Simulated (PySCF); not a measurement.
One ligand Y is varied and pulled off as a radical: Zr(F)3–Y. Isolated molecules, 0 K electronic values unless said otherwise. One relaxed conformer stands for each flexible species; it need not be the lowest. Multiplicities are imposed; where one is given, others were not computed. Strings in code marks are SMILES.

The highest occupied spin orbital from two functionals at the same geometries (TPSS-D3(BJ)/def2-SVP), both in PySCF: PBE-D3(BJ)/def2-TZVP and B3LYP-D3(BJ)/def2-TZVP. B3LYP has the VWN-RPA correlation part, as in Gaussian. 

```json
[
 {"species": "ligand removed as a radical", "PBE-D3(BJ)/def2-TZVP (eV)": "-4.87"},
 {"species": "free radical OH", "PBE-D3(BJ)/def2-TZVP (eV)": "-7.14"},
 {"species": "free radical N(CH3)2", "PBE-D3(BJ)/def2-TZVP (eV)": "-5.57"},
 {"species": "free radical SH (`[SH]`)", "PBE-D3(BJ)/def2-TZVP (eV)": "-6.12"}
]
```

**Question.** What does B3LYP-D3(BJ)/def2-TZVP give for each?

**Answer.** 
- ligand removed as a radical: -5.80
- free radical OH: -8.82
- free radical N(CH3)2: -6.89
- free radical SH (`[SH]`): -7.17
Over these rows, drawn at random from the members with no instability flagged (it was tested for open shells, ions and some series alone), PBE minus B3LYP-D3(BJ): mean +1.25 eV, from +0.93 eV to +1.68 eV.
